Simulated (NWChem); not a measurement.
System: NaCl; SMILES [Cl][Na]

```xyz
2

Na     0.0000     0.0000    -1.4196
Cl     0.0000     0.0000     0.9186
```
Atoms are numbered in this order, from 1.

Computed with NWChem. All runs use the structure optimised with PBE0/def2-SVP.

For level B3LYP/def2-SVP:

```
Quantity                     Value
---------------------------  -----
highest occupied level (eV)  -5.88
orbital gap (eV)              3.99
```

Task: What are these values for level B97-D/def2-SVP?

Result: 
| Property | Value |
|---|---|
| highest occupied level (eV) | -4.81 |
| orbital gap (eV) | 2.78 |
